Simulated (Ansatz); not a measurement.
# What a trial cell of CdGe2 relaxes into

Theory: DFT PBE, scalar-relativistic, plane waves, PAW in Ansatz. Cutoff 420 eV, Γ-centred k mesh, Gaussian smearing, no spin polarisation in the final step.

CdGe2 was placed on the cubic Laves (C15) structure type (Fd-3m, No. 227), with Cd in place of Mg, Ge in place of Cu, at a guessed volume.

```
CELL_PARAMETERS angstrom
0.00000 3.91181 3.91181
3.91181 0.00000 3.91181
3.91181 3.91181 0.00000
ATOMIC_POSITIONS crystal
Cd 0.00000 0.00000 0.00000
Cd 0.25000 0.25000 0.25000
Ge 0.62500 0.62500 0.62500
Ge 0.12500 0.62500 0.62500
Ge 0.62500 0.62500 0.12500
Ge 0.62500 0.12500 0.62500
```

Cell and atoms relax at zero pressure; the relaxation can't lower the symmetry of the start. After a coarse first stage the cell is made exact in the group found at 0.06 Å.

Energies over the elements count from the elements' standard structures at the same level, with no empirical corrections.

(1) What does it relax into?

(2) What are its volume, energy, density and gap?

Results:

(1) It keeps Fd-3m (No. 227). The result has the cubic Laves (C15) structure. Conventional cell: a = 8.035 Å. Around Cd lie 12 Ge at 3.33 Å and 4 Cd at 3.48 Å; Ge has 6 Ge at 2.84 Å and 6 Cd at 3.33 Å.

```xyz
6
Lattice="0.0000 4.0174 4.0174 4.0174 0.0000 4.0174 4.0174 4.0174 0.0000" Properties=species:S:1:pos:R:3 pbc="T T T"
Cd    0.0000    0.0000    0.0000
Cd    2.0087    2.0087    2.0087
Ge    5.0218    5.0218    5.0218
Ge    5.0218    3.0131    3.0131
Ge    3.0131    3.0131    5.0218
Ge    3.0131    5.0218    3.0131
```

(2) The volume per atom is 21.61 Å³ and the density is 6.60 g/cm³. The energy over the elements is 0.30 eV/atom. The gap on the 8×8×8 mesh is 0 eV (a metal).

The final run used a 8×8×8 mesh on its 6-atom cell and 0.10 eV smearing. The k mesh leaves about 4 meV/atom of noise in metals. Symmetry constrained the relaxation, so the result can be a saddle point.